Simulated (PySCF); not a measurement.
C₂H, SMILES [C]#C (connectivity only; charge and spin as stated), charge +1, multiplicity 1.

The structure is a stationary point at B3LYP-D3(BJ)/def2-TZVPD. The multiplicity is an assumed one; other spin states were not compared. The isomer is the one that the SMILES or the coordinates give; other isomers of the formula were not compared.

Calculation: TDA-PBE0/def2-TZVPD run with PySCF 2.14.0.

Vertical excitations. The molecule is in vacuum. State labels are in the subgroup Cs.

```tsv
state	symmetry	energy (eV)	λ (nm)	f	main pairs
S1	A'	1.18	1051	0.010	HOMO−1→LUMO 94 %
S2	A"	5.79	214	0.002	HOMO→LUMO+1 99 %
S3	A'	6.88	180	0.027	HOMO−1→LUMO+1 49 %, HOMO→LUMO+2 32 %, HOMO−2→LUMO 18 %
S4	A'	7.08	175	0.011	HOMO−2→LUMO 74 %, HOMO−1→LUMO+1 24 %
S5	A"	7.77	160	0.053	HOMO−1→LUMO+2 97 %
S6	A'	11.73	106	0.801	HOMO→LUMO+2 42 %, HOMO−1→LUMO+3 17 %, HOMO−1→LUMO+1 16 %
S7	A"	11.79	105	0.003	HOMO→LUMO+3 95 %
S8	A"	12.40	100	0.143	HOMO→LUMO+4 95 %
S9	A'	12.51	99	0.260	HOMO−1→LUMO+3 62 %, HOMO−1→LUMO+4 29 %
S10	A'	13.08	95	0.151	HOMO−1→LUMO+4 64 %, HOMO−1→LUMO+3 17 %
T1	A'	4.63	268	0	HOMO−1→LUMO+1 64 %, HOMO→LUMO+2 33 %
T2	A'	4.89	253	0	HOMO→LUMO+2 61 %, HOMO−1→LUMO+1 26 %, HOMO−2→LUMO 11 %
T3	A"	4.91	252	0	HOMO→LUMO+1 89 %
T4	A'	5.73	216	0	HOMO−2→LUMO 86 %
```
Triplets are in the Tamm–Dancoff approximation.
